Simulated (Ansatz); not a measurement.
Cubic X2O5: space group Pn-3m, simple cubic cell, positions in fractions of the edge: X (0 0 0), (0.5 0.5 0), (0.5 0 0.5), (0 0.5 0.5); O (0.5 0 0), (0 0.5 0), (0 0 0.5), (0.5 0.5 0.5), (0.75 0.75 0.25), (0.75 0.25 0.75), (0.25 0.75 0.75), (0.75 0.25 0.25), (0.25 0.75 0.25), (0.25 0.25 0.75).

Six crystals in the cubic X2O5 structure, computed with PBE in Ansatz (plane waves, PAW datasets (generated soft set 1); cutoff 420 eV), no spin polarisation, no spin–orbit coupling, Fermi–Dirac smearing of 0.061 eV, k-spacing 0.06 Å⁻¹.

Q: Rank them by lattice constant, smallest first.
A. Ir2O5
B. Zr2O5
C. Sn2O5
D. Os2O5
E. Pb2O5
F. Br2O5

A: D (5.018 Å), A (5.077 Å), B (5.241 Å), C (5.354 Å), F (5.381 Å), E (5.606 Å).

Model structures, not the usual forms at ambient conditions (metastable or hypothetical): Pb2O5, Os2O5, Br2O5, Ir2O5, Sn2O5, Zr2O5. Spin polarisation is left out, and a magnetic state may lie lower for Pb2O5, Os2O5, Br2O5, Ir2O5, Sn2O5, Zr2O5. Spin–orbit coupling is left out, which matters for 6p elements such as Tl, Pb and Bi.
